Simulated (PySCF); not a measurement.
**How exact exchange moves a shielding**

Molecule: cyclobutanol, C$_{4}$H$_{8}$O.

Geometry:
```
atom   x (Å)   y (Å)   z (Å)
  O1   1.380   1.511  -0.256
  C2   0.506   0.598   0.331
  C3  -0.923   0.621  -0.217
  C4  -0.955  -0.911  -0.056
  C5   0.586  -0.895  -0.053
  H6   2.227   1.456   0.197
  H7   0.488   0.704   1.434
  H8  -1.675   1.232   0.303
  H9  -0.893   0.912  -1.278
 H10  -1.361  -1.210   0.923
 H11  -1.461  -1.501  -0.834
 H12   0.984  -0.977  -1.076
 H13   1.129  -1.591   0.604
```

GIAO shieldings (ppm, equivalent atoms averaged) in PySCF 2.14.0 with density-fitted response routines on the PBE0-D3(BJ)/def2-SVP geometry, basis pcSseg-2, gas phase, non-relativistic:

| functional | exact exchange (%) | σ(O1) | σ(C2) | σ(C3/C5) |
| --- | --- | --- | --- | --- |
| BLYP | 0 | 246.4 | 98.4 | 137.1 |
| BP86 | 0 | 252.5 | 104.5 | 142.4 |
| PBE | 0 | 251.4 | 104.5 | 142.7 |
| B3LYP | 20 | 256.3 | 105.8 | 142.8 |
| PBE0 | 25 | 262.9 | 112.9 | 149.1 |
| mPW1PW91 | 25 | 263.1 | 112.3 | 148.4 |
| HF | 100 | 282.8 | 128.6 | 159.7 |

(1) Fit each shielding as a line in the percentage of exact exchange.

(2) What does the line predict for BHandHLYP (50 %), and what does the run give?

Results:

(1) σ(O1) = 251.4 + 0.33 x (rms 2.8 ppm); σ(C2) = 103.2 + 0.26 x (rms 2.7 ppm); σ(C3/C5) = 141.4 + 0.19 x (rms 2.4 ppm). The functionals also differ in their semilocal parts, which the line can't hold; Hartree–Fock has no correlation at all.

(2) σ(O1): 267.9 predicted, 267.5 computed; σ(C2): 116.2 predicted, 114.9 computed; σ(C3/C5): 150.9 predicted, 149.6 computed ppm.
